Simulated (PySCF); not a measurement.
B3LYP has the VWN-RPA correlation part, as in Gaussian. Delta-SCF ions had no search for a lower state. Excitations are Tamm–Dancoff values on a coarser integration grid. The basis has no diffuse functions, so Rydberg states are missing or too high.

C₃H₄, SMILES `C1=CC1` (charge 0, multiplicity 1)

Level of theory: PySCF with B3LYP-D3(BJ)/def2-TZVP.

The HOMO comes out as -7.05 eV and the dipole moment comes out as 0.48 D. The HOMO–LUMO gap is 6.92 eV, the LUMO is -0.13 eV and the S1 excitation (TDA) is 6.51 eV. The S1 oscillator strength is 0.002 and the brightest of the four lowest singlets (TDA) is 6.72 eV. The T1 excitation (TDA) is 4.21 eV. The S1–T1 gap (TDA) is 2.30 eV. The vertical ionisation energy (Delta-SCF) is 9.78 eV and the adiabatic ionisation energy (no zero-point term) is 9.49 eV. The hole reorganisation energy (four-point) comes out as 0.801 eV, the total energy is -116.6733 Ha and the cost comes out as roughly 30 core-seconds.

Bonds (Å): C1–C2 1.287, C1–C3 1.505, C1–H4 1.075, C2–C3 1.505, C2–H5 1.075, C3–H6 1.089, C3–H7 1.089. Bond angles (°): C2–C1–C3 64.7, C2–C1–H4 149.7, C3–C1–H4 145.6, C1–C2–C3 64.7, C1–C2–H5 149.7, C3–C2–H5 145.6, C1–C3–C2 50.6, C1–C3–H6 119.6, C1–C3–H7 119.6, C2–C3–H6 119.6, C2–C3–H7 119.6, H6–C3–H7 113.7.
Charge 0, spin multiplicity 1.
